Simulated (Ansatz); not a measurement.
# SiB2H4: taking an electron away

How much energy removes an electron from SiB2H4 at fixed geometry? The cation is run at each level and the neutral's energy taken from earlier runs.

Program: Ansatz 0.2.0, Gaussian basis. Level of theory: unrestricted cation, the program's frozen cores in correlated methods. These are calculated values, not measurements.

The runs, in order: UKS PBE-D4/def2-TZVPP; UKS r2SCAN-D4/def2-TZVPP; UKS PBE0-D4/def2-TZVPP; UKS B3LYP-D4/def2-TZVPP; UKS wB97X-V/def2-TZVPP; UKS wB97M-V/def2-TZVPP; UKS B2PLYP/def2-TZVPP; UHF-CCSD(T)/def2-TZVPP; UHF-MP2/def2-QZVPP; extrapolation to the limit; then −ε(HOMO) from the neutral's earlier runs with LDA (SPW92), PBE-D4, revPBE-D4, BLYP-D4, r2SCAN-D4, B97M-V, PBE0-D4, B3LYP-D4, r2SCANh-D4, r2SCAN0-D4, HSE06-D4, BHLYP-D4, CAM-B3LYP-D4, LC-ωPBE, ωB97X-V, ωB97M-V.

### Step 1. Structure used throughout

An earlier PBE0-D4/def2-TZVP relaxation fixed the geometry.

SMILES `B1B[SiH2]1`, 7 atoms, charge 0, spin multiplicity 1.

Atoms are counted from 1 here; the program's logs count them from 0.

Bond lengths: B1–B2 1.479 Å, B1–Si3 2.024 Å, B1–H4 1.180 Å, B2–Si3 2.028 Å, B2–H5 1.180 Å, Si3–H6 1.483 Å, Si3–H7 1.483 Å. Angles: B2–B1–Si3 68.7°, B2–B1–H4 176.3°, Si3–B1–H4 107.6°, B1–B2–Si3 68.5°, B1–B2–H5 175.8°, Si3–B2–H5 107.4°, B1–Si3–B2 42.8°, B1–Si3–H6 104.3°, B1–Si3–H7 146.8°, B2–Si3–H6 147.1°, B2–Si3–H7 104.0°, H6–Si3–H7 108.9°.

### Step 2. Cation, UKS PBE-D4/def2-TZVPP

in.yaml

```yaml
crystal:
  periodic: [false, false, false]
  atoms:
    - {symbol: B, position_ang: [-1.078570, -0.280600, -0.677249]}
    - {symbol: B, position_ang: [0.251917, -0.852549, -0.976968]}
    - {symbol: Si, position_ang: [0.324069, 0.408449, 0.609212]}
    - {symbol: H, position_ang: [-2.106016, 0.220512, -0.385260]}
    - {symbol: H, position_ang: [1.342437, -1.269940, -1.145769]}
    - {symbol: H, position_ang: [-0.419495, 1.329056, 1.503422]}
    - {symbol: H, position_ang: [1.746859, 0.376972, 1.026913]}
basis:
  gaussian: {orbitals: def2-TZVPP}
total_charge: 1
magnetization: {spin_polarized: true, initial_magnetization: 1}
hamiltonian: {xc: pbe, dispersion: d4}
```

On the command line:

```
$ ansatz run in.yaml --threads 2 --pin off --events-out ev --progress --plain --max-ram 4352MiB
```

The runs that follow: Cation, UKS r2SCAN-D4/def2-TZVPP; Cation, UKS PBE0-D4/def2-TZVPP; Cation, UKS B3LYP-D4/def2-TZVPP; Cation, UKS wB97X-V/def2-TZVPP; Cation, UKS wB97M-V/def2-TZVPP; Cation, UKS B2PLYP (frozen core)/def2-TZVPP; Cation, UHF-CCSD(T)/def2-TZVPP; Cation, UHF-MP2/def2-QZVPP.

**Question.** What will the summary of the whole plan be? Wanted: ionisation energy, CCSD(T)/CBS; nearest functional by difference; nearest −ε(HOMO); −ε(HOMO) of PBE; T1 of the cation.

The runs gave:

```
                        quantity               value
  ionisation energy, CCSD(T)/CBS             9.24 eV
nearest functional by difference   PBE-D4 (-0.06 eV)
                nearest −ε(HOMO)  ωB97X-V (-0.15 eV)
                 −ε(HOMO) of PBE             6.18 eV
                T1 of the cation               0.013
```

What this shows: Energy differences with functionals land within 0.25 eV of the reference. −ε(HOMO) of PBE misses by 3.1 eV, since self-interaction lifts the level. Among orbital estimates ωB97X-V comes nearest. Hartree-Fock falls 1.53 eV short, as the neutral has more correlation energy than the cation. The cation may have settled in a state other than its lowest; no search over hole states beyond the program's own was made.
